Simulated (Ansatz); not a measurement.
**Structure relaxation of Cs2HfF6**

Theory: DFT r2SCAN, scalar-relativistic, plane waves, PAW in Ansatz. Cutoff 500 eV, Γ-centred k mesh, Gaussian smearing, no spin polarisation in the final step.

The start is a database structure of Cs2HfF6, space group P-3m1 (No. 164).

```
CELL_PARAMETERS angstrom
6.39000 0.00000 0.00000
-3.19500 5.53390 0.00000
0.00000 0.00000 5.00000
ATOMIC_POSITIONS crystal
Cs 0.33333 0.66667 0.69200
Cs 0.66667 0.33333 0.30800
Hf 0.00000 0.00000 0.00000
F 0.16000 0.84000 0.19800
F 0.16000 0.32000 0.19800
F 0.68000 0.84000 0.19800
F 0.84000 0.16000 0.80200
F 0.32000 0.16000 0.80200
F 0.84000 0.68000 0.80200
```

Steps on the 3×3×4 mesh (9 atoms). 4 of 4 steps are shown, and the free energy counts from the last. Trial steps that were taken back and renewals of the plane-wave basis can be among the rows.

```json
{"step": "1", "ΔF (meV/atom)": "33.5", "V (Å³/atom)": "19.65", "P (GPa)": "-1.31", "largest force component (eV/Å)": "0.636"}
{"step": "2", "ΔF (meV/atom)": "3.1", "V (Å³/atom)": "19.62", "P (GPa)": "-0.68", "largest force component (eV/Å)": "0.234"}
{"step": "3", "ΔF (meV/atom)": "-0.1", "V (Å³/atom)": "19.51", "P (GPa)": "-0.02", "largest force component (eV/Å)": "0.036"}
{"step": "4", "ΔF (meV/atom)": "0.0", "V (Å³/atom)": "19.51", "P (GPa)": "-0.01", "largest force component (eV/Å)": "0.036"}
```

A final relaxation ran on a 6×6×6 mesh. The relaxed crystal, P-3m1 (No. 164):

```cif
data_structure
_symmetry_space_group_name_H-M 'P-3m1'
_symmetry_Int_Tables_number 164
_cell_length_a 6.3827
_cell_length_b 6.3827
_cell_length_c 4.9826
_cell_angle_alpha 90.000
_cell_angle_beta 90.000
_cell_angle_gamma 120.000
_cell_volume 175.79
loop_
_atom_site_label
_atom_site_type_symbol
_atom_site_symmetry_multiplicity
_atom_site_Wyckoff_symbol
_atom_site_fract_x
_atom_site_fract_y
_atom_site_fract_z
_atom_site_occupancy
Cs1 Cs 2 d 0.33333 0.66667 0.69698 1
Hf1 Hf 1 a 0.00000 0.00000 0.00000 1
F1 F 6 i 0.15135 0.84865 0.22212 1
```

| Quantity | Value |
| --- | --- |
| Volume per atom | 19.53 Å³ |
| Density | 5.27 g/cm³ |
| Energy over the elements | -3.719 eV/atom |
| Gap on the 6×6×6 mesh | 8.27 eV |

Formation energies are uncorrected and refer to the elements' standard structures at the same level (F₂ as a molecule).

The final run used a 6×6×6 mesh on its 9-atom cell and 0.02 eV smearing. Spin–orbit coupling is left out.

A structure relaxed within its symmetry needn't be a true minimum.

Cost: 3 runs of about 4.2 core-minutes in all, on Arm Neoverse V2 (shared hosts).